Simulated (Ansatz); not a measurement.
## AsH⁻, quartet in aug-cc-pVDZ: errors against UCCSDT(Q)

Geometry: that of the AsH, triplet, kept fixed. The doublet lies 1.6 eV lower here.

```xyz
2

As    0.0000    0.0000    0.0000
H     0.0000    0.0000    1.5314
```

Basis aug-cc-pVDZ; Ansatz 0.2.0. Correlated methods freeze the noble-gas cores and the filled d shells of p-block atoms, which leaves 7 electrons in 31 orbitals. Prefix R: restricted or restricted open-shell reference; prefix U: unrestricted. Active spaces: valence = (7e, 5o) chosen from the atoms' valence shells. No spin–orbit coupling is included, and no scalar relativity. This anion state lies near or above the neutral species, so the extra electron is weakly bound or unbound and the energies hang on the diffuse functions.

Full CI isn't at hand for all of this; UCCSDT(Q) serves as the reference, and is uncertain by about the last step of the cluster series. The frozen core follows each run's orbitals, which can shift R against U totals by a few meV for light atoms and by up to 0.1 eV past Ca.

The UHF ⟨S²⟩ is 3.769 and the T1 diagnostic (RCCSD) is 0.0335. The largest doubles amplitude (RCCSD) is 0.068 and the T1 diagnostic (UCCSD) is 0.0316.

From what is known of these methods and the diagnostics, rank them by the size of their error in total energy against UCCSDT(Q) in aug-cc-pVDZ, smallest first (an estimate: the text doesn't fix the numbers).
A. UCCSDT
B. UHF
C. UCCSD
D. UCCSD(T)
E. UMP2

A (3 meV), D (22 meV), C (104 meV), E (700 meV), B (3021 meV).

All errors are against UCCSDT(Q) in aug-cc-pVDZ. Within each family the higher level lies nearer, as is usual though not guaranteed.

Natural occupations of CASSCF (valence space) about the gap: 2.000 2.000 1.000 1.000 1.000; effectively unpaired electrons, Σ n²(2−n)², 3.00.
